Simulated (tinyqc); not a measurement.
Inside a calculation. Method: Hueckel theory of the pi electrons, for the molecule O=CN=O (SMILES; centres numbered as the heavy atoms are written). One step of it, computed by the program tinyqc.

Task: Energy, charges, bond orders. E = sum n x; q_r = z_r - P_rr; bond order p = P_rs; free valence = sqrt(3) - sum of p over the bonds of the atom.

x values: 2.058706  1.330054  0.065208  -1.253968

occupations: 2.000000  2.000000  0.000000  0.000000

charge and bond-order matrix P:
```
,1O,2C,3N,4O
1O,1.324177,0.846714,0.109721,-0.407366
2C,0.846714,0.675823,0.407366,0.109721
3N,0.109721,0.407366,0.855064,0.894991
4O,-0.407366,0.109721,0.894991,1.144936
```

Centres:
```
centre,"z_r, pi electrons of the neutral centre",h
1O,1,0.880000
2C,1,0.000000
3N,1,0.440000
4O,1,0.880000
```

Bonds:
```
i,j,k
1,2,0.980000
2,3,1
3,4,0.980000
```

Give: pi energy = 4 alpha + this times beta; pi charges; Bond orders and lengths from R = 1.517 - 0.180 p; free valence of the carbons; gap between the highest filled and the next level.

Result:

pi energy = 4 alpha + this times beta = 6.7775

pi charges: 1O -0.3242, 2C 0.3242, 3N 0.1449, 4O -0.1449

Bond orders and lengths from R = 1.517 - 0.180 p (angstrom, C-C alone):
```
bond,p,R
1-2,0.8467,-
2-3,0.4074,-
3-4,0.8950,-
```

free valence of the carbons: 2C 0.4780

gap between the highest filled and the next level = 1.2648 |beta|
